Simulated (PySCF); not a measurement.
An unknown gives this computed stick spectrum. Level of theory: PySCF 2.14.0, density-fitted response routines, TDDFT wB97X-D/def2-SVPD, vertical, gas phase, core orbitals frozen in the response. Geometries: GFN2-xTB, one conformer each.

```tsv
state	ν̃ (cm⁻¹)	f	main configurations (H = HOMO, L = LUMO)
S1	42900	0.0074	H-1→L (61%), H→L+1 (37%)
S2	46760	0.211	H→L (84%), H-1→L+1 (12%)
S3	54440	0.0000	H-2→L (90%)
S4	55420	0.416	H→L+1 (60%), H-1→L (37%)
S5	56050	0.600	H-1→L+1 (81%), H→L (10%)
S6	59260	0.0000	H→L+3 (40%), H→L+4 (30%)
S7	62240	0.0050	H→L+2 (90%)
S8	62660	0.0000	H-5→L (93%)
```

Orbital energies (eV): HOMO-3 -12.21, HOMO-2 -11.63, HOMO-1 -9.93, HOMO -9.61, LUMO 0.07, LUMO+1 0.81, LUMO+2 2.12.

Question: Which structure fits?
A. `C=CC(=C)C#CC#N`
B. `Cc1ncn([SiH3])n1`
C. `N#Cc1ccccc1`

Answer: C. Its S1 lies at 5.32 eV; the nearest of the others has S1 at 4.78 eV. S1 is HOMO-1→LUMO (61%), HOMO→LUMO+1 (37%). Löwdin shares by element: HOMO carbon 49% or more, nitrogen 15% (atoms not listed hold the other 36%); LUMO carbon 46% or more, nitrogen 12% (atoms not listed hold the other 42%). At the same level the other candidates give, for their lowest levels:
- `C=CC(=C)C#CC#N`: 4.78 eV (f 0.000); 4.86 eV (f 0.194); 4.96 eV (f 0.000); 5.52 eV (f 0.170); 6.21 eV (f 0.223); T1 2.92 eV; HOMO -9.18, LUMO -0.64 eV
- `Cc1ncn([SiH3])n1`: 6.28 eV (f 0.003); 6.87 eV (f 0.159); 7.12 eV (f 0.000); 7.37 eV (f 0.019); 7.40 eV (f 0.000); T1 4.90 eV; HOMO -9.42, LUMO 1.71 eV
Triplets come from the Tamm–Dancoff approximation.
